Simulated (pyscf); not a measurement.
Thermochemistry of product channels of H₃Si–CH₂–SiH₃ (SMILES [SiH3]C[SiH3]) + HF (SMILES F) on the singlet surface, in eV, from CCSD(T)/def2-TZVPP + ΔMP2(QZVPP) energies (ideal gas, 1 atm, RRHO with modes under 100 cm⁻¹ raised to 100, one conformer, R ln 2 for chiral ones without a mode under 150 cm⁻¹). Structures and frequencies: ωB97X-D3(BJ)/def2-SVP in PySCF. MP2 and CC: frozen core, UHF for open shells. ΔMP2 is the change of the MP2 total energy from the triple- to the quadruple-zeta basis.

```
products                                                ΔE  ΔH(298 K)  ΔG(600 K)  ΔG(1200 K)
---------------------------------------------------  -----  ---------  ---------  ----------
SiH₄ (SMILES [SiH4]) + F–CH₂–SiH₃ (SMILES FC[SiH3])  +1.26      +1.23      +1.22       +1.27
F–SiH₃ (SMILES F[SiH3]) + H₃C–SiH₃ (SMILES C[SiH3])  -1.27      -1.24      -1.26       -1.22
```

These are energies of the channels, which say nothing of barriers. The CCSD(T) − MP2 part came from Ansatz, without density fitting, on the same reference.
